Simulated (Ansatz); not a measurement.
# C4H4O: the cost of one run

Method: the levels named in each step, in Ansatz 0.2.0.

## (1) The starting structure

Bond lengths: O1–C2 1.194 Å, C2–C3 1.478 Å, C3–C4 1.340 Å, C2–C5 1.547 Å, C4–C5 1.510 Å, C3–H6 1.074 Å, C4–H7 1.075 Å, C5–H8 1.090 Å, C5–H9 1.088 Å. Angles (14 of 15 angles, heavy atoms first): O1–C2–C3 136.9°, O1–C2–C5 134.3°, C3–C2–C5 88.8°, C2–C3–C4 92.2°, C3–C4–C5 95.7°, C2–C5–C4 83.3°, C2–C3–H6 133.4°, C4–C3–H6 134.4°, C3–C4–H7 133.7°, C5–C4–H7 130.6°, C2–C5–H8 115.0°, C2–C5–H9 115.1°, C4–C5–H8 116.2°, C4–C5–H9 116.1°.

Structure file:

```xyz
9

O     0.5563   -1.0268    1.3006
C     0.1803   -0.3114    0.4213
C     0.2429    1.1301    0.1008
C    -0.4223    0.9558   -1.0496
C    -0.5932   -0.5371   -0.8995
H     0.6645    1.9806    0.6035
H    -0.7412    1.6214   -1.8313
H    -0.0784   -1.1559   -1.6343
H    -1.6145   -0.8927   -0.7809
```

## (2) A rough first relaxation, PBE-D4/def2-SVP

This run stands in another session on the same molecule. It ended at:

```xyz
9

O     0.5615   -1.0410    1.3236
C     0.1861   -0.3179    0.4319
C     0.2551    1.1470    0.1137
C    -0.4243    0.9563   -1.0521
C    -0.6005   -0.5503   -0.9115
H     0.6830    2.0265    0.6181
H    -0.7469    1.6501   -1.8438
H    -0.0782   -1.1855   -1.6595
H    -1.6415   -0.9210   -0.7899
```

## (3) Relaxation, HF/STO-3G

The input, input.yaml:

```yaml
crystal:
  periodic: [false, false, false]
  atoms:
    - { symbol: O, position_ang: [0.56152825, -1.04103319, 1.32361341] }
    - { symbol: C, position_ang: [0.18613211, -0.31790225, 0.4319451] }
    - { symbol: C, position_ang: [0.25507445, 1.14701427, 0.11368272] }
    - { symbol: C, position_ang: [-0.42425343, 0.95628671, -1.05205516] }
    - { symbol: C, position_ang: [-0.60052646, -0.55033866, -0.91152594] }
    - { symbol: H, position_ang: [0.68302936, 2.02647506, 0.61811975] }
    - { symbol: H, position_ang: [-0.74694361, 1.65011628, -1.84381704] }
    - { symbol: H, position_ang: [-0.07823466, -1.18548935, -1.65946578] }
    - { symbol: H, position_ang: [-1.64146601, -0.92103887, -0.78992706] }
basis:
  gaussian: { orbitals: STO-3G }
hamiltonian:
  xc: hf
relax:
  f_tol: 0.002
  max_steps: 150
```

On the command line:

```console
> ansatz run input.yaml --threads 4 --pin off --max-ram 10240MiB --backend cpu --events-out ev --progress --plain --runs-dir out
```

**Question.** How long does this run take on 4 threads of Intel Xeon at 2.70GHz, shared host, and how much memory does it need?

About 2.3 s, with a peak of 0.1 GiB.
